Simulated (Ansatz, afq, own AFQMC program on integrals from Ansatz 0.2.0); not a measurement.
## SiGeH$_{2}$, singlet → SiGeH₂⁺, doublet

```xyz
4

Si    0.0000   -0.0039    1.5661
Ge    0.0000   -0.0238   -0.5845
H     0.0000    1.3266    0.5226
H     0.0000    0.5003   -2.0341
```

Connectivity, by distances: Si–GeH, 1 bridging H.

E(doublet, charge +1) − E(singlet, charge +0) at this geometry, on RHF and UHF determinants.

Basis cc-pVTZ. Only valence electrons are correlated. AFQMC by an in-house program on the Cholesky factors that Ansatz 0.2.0 writes for its CCSD(T) run. ph-AFQMC/CISD is guided by a CISD state made of CCSD amplitudes; releasing the constraint for a short imaginary time cuts its bias at the price of noise, slowly where states lie close. ± is one standard error of the sampling. No spin–orbit coupling. The errors of all members are added in quadrature.

No full CI on the walks' own integrals is used here; CCSDT(Q) serves as the reference and is uncertain by about the last step of the cluster series. Each member takes its own surest rung, up to full CI.

Errors are counted within cc-pVTZ, not against nature.

Cautions: inner d shell frozen; no relativity below Rb; no spin-orbit coupling; SiGeH₂ (singlet): higher spins were not checked, restricted determinant unstable towards unrestricted (UHF 61 meV lower, ⟨S²⟩ 0.35), (T) is large, 6 % of the CCSD correlation, its ph-AFQMC/CISD value lies 29 ± 5 meV above CCSDT(Q); SiGeH₂⁺ (doublet): its ph-AFQMC/CISD value lies 17 ± 5 meV above CCSDT(Q).

Reference (CCSDT(Q)): 186.4 kcal/mol.

```tsv
level	vertical ionization energy (kcal/mol)	error against CCSDT(Q) (kcal/mol)
HF	157.7	-28.7
MP2	186.0	-0.4
CCSD	183.0	-3.4
CCSD(T)	186.2	-0.2
CCSDT	185.9	-0.5
ph-AFQMC/CISD	186.1 ± 0.2	-0.3 ± 0.2
released AFQMC	186.2 ± 0.2	-0.2 ± 0.2
```

Correlation beyond CCSD(T) adds 0.2 kcal/mol. The perturbative (T) step is worth +3.2 kcal/mol.

A walk keeps the symmetry of its determinant, which the program's search chose and which needn't be the lowest solution, so a lower state of the same spin and another symmetry isn't excluded. Released energies are given only where the last usable release times agree within the noise; a slower fall can still hide under it.
